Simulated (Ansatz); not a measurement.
# How methods differ on AlH3F− (SMILES [H][Al-]([H])([H])[F])

AlH3F− has 5 atoms, charge -1, and is taken as a singlet. SMILES: `[H][Al-]([H])([H])[F]`. Geometry: a GFN2-xTB relaxation, a rough one for these elements and not checked as a minimum.

```xyz
5

Al   -0.0006    0.0002   -0.0375
F     0.0114   -0.0193    1.6579
H     1.5299    0.0115   -0.5503
H    -0.7746    1.3326   -0.5198
H    -0.7662   -1.3250   -0.5502
```

Quantity: the energy change with the Al1–H3 bond stretched from 1.614 to 2.018 Å, in eV. The values are calculated.

```tsv
level	kind	program	value (eV)	less FCI/STO-3G	CPU time (all runs)
BLYP/STO-3G (restricted)	GGA	Ansatz	1.03	-0.31	1.5 s
r2SCAN/STO-3G (restricted)	meta-GGA	Ansatz	1.18	-0.16	3.5 s
BHLYP/STO-3G (restricted)	global hybrid	Ansatz	1.39	+0.05	1.5 s
CAM-B3LYP/STO-3G (restricted)	range-separated hybrid	Ansatz	1.29	-0.05	1.6 s
wB97M-V/STO-3G (restricted)	range-separated hybrid	Ansatz	1.28	-0.06	24 s
B2PLYP/STO-3G (restricted)	double hybrid	Ansatz	1.31	-0.03	2.1 s
MP2/STO-3G (restricted)	perturbation theory	Ansatz	1.44	+0.10	0.14 s
BCCD(T)/STO-3G (restricted)	coupled cluster or CI	Ansatz	1.34	0.00	0.24 s
CCSDTQ/STO-3G (restricted)	coupled cluster or CI	Ansatz	1.34	0.00	4.5 s
FCI/STO-3G	exact in the basis	Ansatz	1.34	0.00	0.79 s
```

FCI/STO-3G is exact within its basis and frozen core, so for wave-function methods in that basis the difference is their error; functionals converge differently with the basis, so for them it is only a difference. Sets without diffuse functions describe the anion poorly. The first shape isn't each level's own minimum. The values span 1.03 to 1.44 eV. All rows use very small basis sets, so even the best lies far from the true value. Times are those of the runs behind each value, whatever else they computed, on shared processors of several kinds: orders of magnitude only.
